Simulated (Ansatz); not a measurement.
We consider body-centred tetragonal In, described by PBEsol+SOC in Ansatz (PAW).

Run with plane-wave cutoff 520 eV, 24×24×24 k mesh, Fermi–Dirac smearing 0.05 eV, PAW data made under PBE.

Computed at the level's own relaxed cell.

### Question
Give the computed pressure derivative B′ of the bulk modulus, bulk modulus and lattice parameter c.

### Answer

- pressure derivative B′ of the bulk modulus = 5.1
- bulk modulus = 45.1 GPa
- lattice parameter c = 4.919 Å

The run finds no gap.

Measured, for comparison: bulk modulus 44.7 GPa (copied from a table, unchecked, extrapolated to 0 K and zero-point effects removed; as tabulated in Lejaeghere et al. (2013), arXiv:1204.2733); lattice parameter c 4.947 Å (293 K, not corrected to a static lattice; as tabulated in Wikipedia's data pages). Computed (rounded) less measured: bulk modulus not scored (unchecked), lattice parameter c -0.6 %. A static lattice is as a rule a little smaller and stiffer than an uncorrected measurement, which can account for part of this.

Note: the bulk modulus comes from volumes at which shape and atoms were relaxed.

Computed values are for the static lattice.

Ansatz is a quantum-chemistry and plane-wave program.
